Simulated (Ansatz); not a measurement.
One stationary structure of Ag. Calculation: PBE (plane waves to 420 eV, PAW, scalar-relativistic; Ansatz, a quantum-chemistry and plane-wave program).

```xyz
1
Lattice="1.4671 0.8470 2.3950 -1.4671 0.8470 2.3950 0.0000 -1.6941 2.3950" Properties=species:S:1:pos:R:3 pbc="T T T"
Ag     0.0000     0.0000     3.5924
```

Task: Determine the symmetry and give the standard cell with its independent sites.

Result: Space group Fm-3m (No. 225); a = b = c = 4.149 Å, α = β = γ = 90.00°

```json
[
 {"atom": "Ag", "site": "4b", "symmetry": "m-3m", "x": "0.5000", "y": "0.5000", "z": "0.5000"}
]
```

This is the fcc (Cu type).

Task: Give the shortest distances between elements (the closest pairs, up to four, under 3.6 Å).

Result: Ag–Ag 2.93 Å.

```json
{
  "volume_per_atom": "17.86 Å³",
  "density": "10.03 g/cm³",
  "band_gap": "zero (metallic)"
}
```

No spin polarisation in the result.

Measured for Ag: a 4.062 Å (static lattice; corrected from measurement; as listed in Daniel Mejia-Rodriguez, S. B. Trickey, Phys. Rev. B (2018)). Computed minus measured — a: PBE +2.1 %. The computed values are for a static lattice.

The run could not lose the symmetry of its start.
